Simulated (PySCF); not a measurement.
## TDDFT excited states: C4H7F

Species: C4H7F.
InChI=1S/C4H7F/c1-2-3-4-5/h3-4H,2H2,1H3/b4-3+

Computed, not measured: TDDFT CAM-B3LYP/def2-SVPD, vertical, gas phase, core orbitals frozen in the response (PySCF). One conformer (not necessarily the lowest) at the PBE0-D3(BJ)/def2-SVP geometry, without solvent, vibrations or thermal averaging. Torsions of this conformer, `[CH3:1][CH2:2]/[CH:3]=[CH:4]/[F:5]`: C1–C2–C3–C4 119°.

Task: List the vertical singlet excitations with oscillator strengths and describe the spectrum.

Result: 

| state | E (eV) | E (hartree) | f | main configurations (H = HOMO, L = LUMO) |
| --- | --- | --- | --- | --- |
| S1 | 7.19 | 0.2642 | 0.080 | H→L (49%), H→L+2 (24%), H→L+1 (20%) |
| S2 | 7.30 | 0.2683 | 0.289 | H→L+1 (41%), H→L (41%), H→L+2 (11%) |
| S3 | 7.41 | 0.2722 | 0.035 | H→L+2 (51%), H→L+1 (31%), H→L+4 (12%) |
| S4 | 7.75 | 0.2846 | 0.017 | H→L+3 (78%), H→L+4 (12%) |
| S5 | 8.36 | 0.3073 | 0.012 | H→L+4 (69%), H→L+3 (12%) |
| S6 | 8.78 | 0.3226 | 0.0008 | H-1→L (36%), H-3→L (21%), H-3→L+1 (18%) |
| S7 | 8.86 | 0.3257 | 0.0085 | H→L+5 (76%) |
| S8 | 9.14 | 0.3359 | 0.0052 | H-2→L (49%), H-2→L+1 (19%), H-1→L (9%) |
| S9 | 9.39 | 0.3450 | 0.017 | H-1→L (33%), H→L+6 (32%), H-3→L (9%) |
| S10 | 9.42 | 0.3462 | 0.013 | H→L+6 (51%), H-1→L (16%), H-1→L+1 (12%) |

Triplets (Tamm–Dancoff): T1 4.34 eV, H→L (48%), H→L+1 (40%); T2 7.08 eV, H→L+1 (38%), H→L+2 (37%), H→L (15%); T3 7.23 eV, H→L+2 (41%), H→L (20%), H→L+1 (15%); T4 7.59 eV, H→L+3 (70%), H→L+4 (12%).

The lowest singlet comes at 172 nm (694 kJ/mol) in the vacuum ultraviolet; it is of moderate strength; its leading configuration is HOMO→LUMO (49%). The strongest level in the table is S2 at 7.30 eV (170 nm, f = 0.289). Löwdin shares by element: HOMO carbon 72% or more, fluorine 15%; LUMO carbon 62% (atoms not listed hold the other 38%). The oscillator strengths of these states sum to 0.477; summed over the whole spectrum of an exact calculation they would give the number of electrons, 40 (Thomas–Reiche–Kuhn). Weighted by f, the mean energy of these states is 7.51 eV. Of the 10 states listed, 7 reach f = 0.01 and none stays under 0.0005. The vertical ionisation energy (ΔSCF) is 9.64 eV, 0.22 eV above S10. Singlets were solved by full linear response, triplets in the Tamm–Dancoff approximation.
